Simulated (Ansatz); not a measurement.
Rhombohedral A7 As was calculated with LDA in Ansatz (plane waves, PAW).

Numerical settings: plane-wave cutoff 520 eV, 18×18×18 k mesh, Fermi–Dirac smearing 0.05 eV, scalar-relativistic PAW data made under PBE.

Response to compression and expansion:

Shape and atoms are relaxed at each volume.

```
V (Å³/atom)  P (GPa)   c (Å)  a (Å)
-----------  -------  ------  -----
19.566          2.57   9.731  3.732
19.973          1.19   9.857  3.747
20.381          0.00   9.989  3.760
20.788         -1.02  10.130  3.771
21.196         -1.88  10.277  3.780
```

Note: the bulk modulus comes from volumes at which shape and atoms were relaxed.

Ansatz is a first-principles code.
